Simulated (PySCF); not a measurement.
acetylene and chloride

A complex built from acetylene and chloride; charge -1, singlet.

```
part       name  SMILES  atoms  charge  multiplicity
   1  acetylene     C#C    1–4       0             1
   2   chloride   [Cl-]      5      -1             1
```

```xyz
5

C     0.651   -0.073   -0.048
C    -0.531    0.029    0.156
H     1.696   -0.165   -0.226
H    -1.609    0.127    0.340
Cl   -3.794    0.351    0.716
```
Atom numbers follow the order of the file, from 1.

In these coordinates H4···Cl5 is 2.229 Å. Part 2 is then moved rigidly along that line, all else held; at short range other atoms may come into contact.

The starting structure comes from a short search with a few starts; no frequency run checks that it is a minimum, and another way of binding may lie lower.

These are computed values: CCSD(T)/aug-cc-pVDZ and MP2/aug-cc-pVTZ, aug-cc-pVQZ counterpoise interaction energy, frozen core, gas phase (PySCF). Geometry: PBE0-D3(BJ)/def2-TZVPD.

Counterpoise energies in kJ/mol, cluster less the parts frozen as they stand in it; small is aug-cc-pVDZ, large aug-cc-pVQZ. Estimated limit: HF in aug-cc-pVQZ, MP2 correlation extrapolated as X⁻³ from aug-cc-pVTZ and aug-cc-pVQZ, and CCSD(T) less MP2 in aug-cc-pVDZ; it isn't the exact limit.

(1) How do the values run over the points 2.006, 2.118, 2.229, 2.340, 2.452, 2.786, 3.344, 4.458?

Results:

(1) 
```json
{"H4···Cl5 (Å)": "2.006", "HF large": "-26.6", "MP2 large": "-41.6", "SCS-MP2 large": "-36.3", "CCSD(T) small": "-31.5", "CCSD(T) limit est.": "-40.2"}
{"H4···Cl5 (Å)": "2.118", "HF large": "-33.4", "MP2 large": "-45.4", "SCS-MP2 large": "-40.9", "CCSD(T) small": "-37.3", "CCSD(T) limit est.": "-44.4"}
{"H4···Cl5 (Å)": "2.229", "HF large": "-37.0", "MP2 large": "-46.7", "SCS-MP2 large": "-42.9", "CCSD(T) small": "-40.1", "CCSD(T) limit est.": "-45.9"}
{"H4···Cl5 (Å)": "2.340", "HF large": "-38.6", "MP2 large": "-46.2", "SCS-MP2 large": "-43.0", "CCSD(T) small": "-41.1", "CCSD(T) limit est.": "-45.7"}
{"H4···Cl5 (Å)": "2.452", "HF large": "-38.7", "MP2 large": "-44.7", "SCS-MP2 large": "-42.0", "CCSD(T) small": "-40.7", "CCSD(T) limit est.": "-44.4"}
{"H4···Cl5 (Å)": "2.786", "HF large": "-34.8", "MP2 large": "-37.7", "SCS-MP2 large": "-36.0", "CCSD(T) small": "-35.7", "CCSD(T) limit est.": "-37.5"}
{"H4···Cl5 (Å)": "3.344", "HF large": "-25.5", "MP2 large": "-26.0", "SCS-MP2 large": "-25.2", "CCSD(T) small": "-25.2", "CCSD(T) limit est.": "-25.9"}
{"H4···Cl5 (Å)": "4.458", "HF large": "-13.3", "MP2 large": "-12.7", "SCS-MP2 large": "-12.5", "CCSD(T) small": "-12.4", "CCSD(T) limit est.": "-12.7"}
```

The 8 runs took 11 min in all, one thread each of Arm Neoverse N1 on a shared host, launched as `OMP_NUM_THREADS=1 python cluster_run.py task.json out`.
